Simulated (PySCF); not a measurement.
C₂H₃F, SMILES C=CF.

Coordinates come from a B3LYP-D3(BJ)/def2-TZVP optimisation.

Two levels are set side by side: PBE/def2-TZVPD (PySCF) and r2SCAN/def2-TZVPD (PySCF). Same geometry, gas phase. Differences are taken from unrounded values.

```tsv
quantity	r2SCAN	PBE	PBE minus r2SCAN
orbital gap (eV)	6.15	5.64	-0.51
highest occupied level (eV)	-6.78	-6.56	0.22
lowest empty level (eV)	-0.63	-0.92	-0.29
dipole moment (D)	1.33	1.28	-0.05
mean polarisability (bohr³)	28.0	28.7	0.7
```

Rough cost on one machine, each run with all the roots and properties that it gave: r2SCAN against PBE about 5 times.
